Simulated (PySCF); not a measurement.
Predicted microwave data (PBE0/def2-SVPD in PySCF (dipole) on a GFN2-xTB geometry, gas phase) for one isomer of C5H13N:

```
Rotational constants : A = 7291, B = 1820, C = 1567 MHz
Dipole components    : |μa| = 0.02 D, |μb| = 0.00 D, |μc| = 0.49 D
Inertial defect      : -24.46 u·Å²
κ                    : -0.91
```

Question: Which candidate fits, each taken in the one conformer that was computed?
A. `[CH3:1][CH2:2][CH2:3][NH:4][CH2:5][CH3:6]` with C1–C2–C3–N4 62°, C2–C3–N4–C5 180°, C3–N4–C5–C6 -179° (N-ethylpropylamine)
B. `[CH3:1][CH:2]([CH3:3])[N:4]([CH3:5])[CH3:6]` with C1–C2–N4–C5 -75°
C. N-methyl-tert-butylamine (`CNC(C)(C)C`)
D. `[CH3:1][CH2:2][CH2:3][N:4]([CH3:5])[CH3:6]` with C1–C2–C3–N4 -168°, C2–C3–N4–C5 -71°
E. `[CH3:1][CH2:2][C@@H:3]([CH3:4])[CH2:5][NH2:6]` with C1–C2–C3–C4 166°, C2–C3–C5–N6 176°, C3–C5–N6–H 179° and -62°

Answer: D. It is CCCN(C)C, a near-prolate asymmetric top, point group C1. The candidates at the same level (rigid rotor, commonest isotopes):

| SMILES | A (MHz) | B (MHz) | C (MHz) | μa (D) | μb (D) | μc (D) | Δ (u·Å²) | point group | rotor |
| --- | --- | --- | --- | --- | --- | --- | --- | --- | --- |
| CC(C)N(C)C | 4530 | 2683 | 2410 | 0.10 | 0.46 | 0.32 | -90.25 | C1 | asymmetric top |
| CNC(C)(C)C | 4381 | 2646 | 2636 | 0.04 | 0.15 | 0.86 | -114.67 | – | – |
| CCCNCC | 8377 | 1519 | 1392 | 0.25 | 0.72 | 0.48 | -30.04 | C1 | near-prolate asymmetric top |
| CCCN(C)C | 7291 | 1820 | 1567 | 0.02 | 0.00 | 0.49 | -24.46 | C1 | near-prolate asymmetric top |
| CC[C@@H](C)CN | 4936 | 2251 | 1706 | 0.41 | 1.16 | 0.19 | -30.71 | C1 | asymmetric top |

`CC(C)N(C)C` has C 54 % too high; `CNC(C)(C)C` has C 68 % too high; `CC[C@@H](C)CN` has A 32 % too low; `CCCNCC` has B 17 % too low. No structure here is proved a minimum.
